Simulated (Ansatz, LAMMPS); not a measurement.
Ladder of methods for the bulk modulus B0 of B20 (FeSi-type) FeSi

Reference value: 178 GPa (measured, room temperature, not corrected to a static lattice, our sources range from 169 to 185; as tabulated in Study of the compressibility of FeSi, MnSi, and CoS2 (JETP Letters), abstract).

```csv
level (code),value (GPa),cell (Å³/atom)
MEAM AlSiMgCuFe.meam (LAMMPS),174,12.93
LDA (Ansatz),251,10.42
PBE (Ansatz),[?],11.00
PBEsol (Ansatz),239,10.67
r²SCAN (Ansatz),244,10.67
```

Q: Fill in the missing entries.

A: 
- PBE (Ansatz, a program for electronic structure), value (GPa): 218

Differences against the reference: MEAM AlSiMgCuFe.meam -2.2 %, LDA +41 %, PBE +22 %, PBEsol +34 %, r²SCAN +37 %.

Leaving aside MEAM AlSiMgCuFe.meam (doubt noted below): Of the ranked levels PBE (+22 %) comes nearest. Farthest off among them: LDA (+41 %). All 4 levels lie above the reference. A very large miss is first of all the level's own, though another phase or state, or a fault of the measured value, is possible (LDA).

The reference isn't brought to a static lattice, while the calculations are for one, so the differences are not the levels' errors alone. A static lattice is as a rule stiffer than a warm one, by over a tenth in soft solids. The crystal itself was run without spin with LDA, PBE, PBEsol, r²SCAN; a magnetic state was not tried in these runs. MEAM AlSiMgCuFe.meam: the potential file covers more elements than this solid holds. Each level is taken at its own relaxed cell. Cutoffs differ between the levels. Ansatz's density-functional and Hartree–Fock values are scalar-relativistic unless marked +SOC, with PAW data made under PBE.

Empirical potentials (MEAM AlSiMgCuFe.meam) are fitted to chosen data: where that held the value shown, agreement is built in, and what lay outside the fit can be far off.

Differences are worked out from the printed values.
